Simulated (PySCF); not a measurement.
## Gas-phase thermal properties of CN

Energies from PySCF (xtb for GFN2), thermal terms from the rigid-rotor harmonic-oscillator model, ideal gas at 1 bar. The comparison is the NASA 1993 polynomial table, which mixes measured and estimated data. 6-31G* has spherical d functions here. Open shells (unrestricted): CN (multiplicity 2). GFN2 has no spin-polarisation term. B3LYP is the form with VWN-RPA correlation. The harmonic model lacks anharmonicity and excited electronic states, which grow with temperature; levels with a mode under 35 cm⁻¹ are left out. The table's entry may be an old estimate for CN (not checked at source).

| level | point group | σ | ZPE (kJ/mol) | S°298 (J/mol/K) | Cp298 (J/mol/K) | S°1000 (J/mol/K) | H1000 − H298 (kJ/mol) |
|---|---|---|---|---|---|---|---|
| table | - | - | - | 202.6 | 29.2 | 239.7 | 21.8 |
| B3LYP/6-31G* | C∞v | 1 | 12.9 | 202.6 | 29.1 | 239.4 | 21.6 |
| GFN2-xTB | C∞v | 1 | 14.2 | 202.1 | 29.1 | 238.5 | 21.4 |
| PBE/def2-SVP | C∞v | 1 | 12.7 | 202.7 | 29.1 | 239.6 | 21.7 |
| PBE0/def2-TZVP | C∞v | 1 | 13.1 | 202.4 | 29.1 | 239.2 | 21.6 |
σ: rotational symmetry number. Electronic degeneracy used: 2. Frequencies are unscaled.
